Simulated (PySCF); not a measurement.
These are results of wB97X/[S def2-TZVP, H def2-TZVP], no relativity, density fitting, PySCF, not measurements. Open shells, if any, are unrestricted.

Problem. What spin state, shape and geometry does isolated H2S take (every ligand bound to S)?

Solution. Counting electrons, sulfur keeps 4 of its valence electrons outside its bonds, so the VSEPR class is AX2E2 and the expected shape is bent (C2v), as computed. The angle of 93° is close to 90°: the heavy centre bonds with nearly pure p orbitals and keeps its lone pair s-like. The lowest minimum found is a singlet of C2v symmetry with S–H 1.337 Å (×2); H–S–H 92.7°. Its harmonic wavenumbers are 1228 (a1), 2776 (a1), 2789 (b2) cm⁻¹ and its dipole moment is 1.19 D.
